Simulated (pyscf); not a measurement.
Structures and frequencies: ωB97X-D3(BJ)/def2-SVP in PySCF. MP2 and CC: frozen core, UHF for open shells. ΔMP2 is the change of the MP2 total energy from the triple- to the quadruple-zeta basis.

SMILES: [Cl][GeH]([Cl])[Cl]
```xyz
5

Cl     0.7551     1.4148    -0.8127
Ge     0.8264    -0.4657     0.1821
Cl     1.0570    -0.1049     2.2672
Cl    -1.0381    -1.4474    -0.1201
H      1.9730    -1.3122    -0.3481
```
Charge 0, spin multiplicity 1.

Question: List the bond dissociation enthalpies at 298 K of Cl–GeH(Cl)–Cl (SMILES [Cl][GeH]([Cl])[Cl]) from CCSD(T)/def2-TZVPP + ΔMP2(QZVPP), from the weakest bond up.

Answer: Ge–H to Cl–Ge•(Cl)–Cl + H•: 82.8 kcal/mol; Cl–Ge to Cl• + Cl–GeH•–Cl: 95.9 kcal/mol. Ring and multiple bonds, and those that leave no two simple radicals, are not listed. The CCSD(T) − MP2 part came from Ansatz, without density fitting, on the same reference. The frozen core leaves the outer d or s,p core shells of the metals and heavy elements correlated in the MP2 and CC values, and def2-TZVPP describes them poorly, which can shift differences by a few kcal/mol. Left out: the spin-orbit lowering of Cl. Elements up to Kr have no core potential and no relativistic terms here.
